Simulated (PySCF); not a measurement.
HS, multiplicity 2. Atoms are numbered in the order given.

```xyz
2

S      0.0000     0.0000    -0.0793
H      0.0000     0.0000     1.2680
```
Charge 0, spin multiplicity 2.

Coordinates come from a B3LYP-D3(BJ)/def2-TZVPD optimisation.

Level of theory: SMD-B3LYP/def2-SVP in PySCF.

Solvation free energies are E(SMD) − E(gas) at the gas-phase geometry, for 1 M in both phases. In vacuum the dipole moment is 0.96 D.

Computed solvation free energies in water, ethylethanoate, chlorobenzene:
| solvent | ΔG(solv) (kcal/mol) | its non-electrostatic (CDS) part | dipole (D) |
|---|---|---|---|
| water | -1.2 | 0.2 | 1.21 |
| ethylethanoate | -2.7 | -1.6 | 1.15 |
| chlorobenzene | -2.8 | -1.7 | 1.15 |
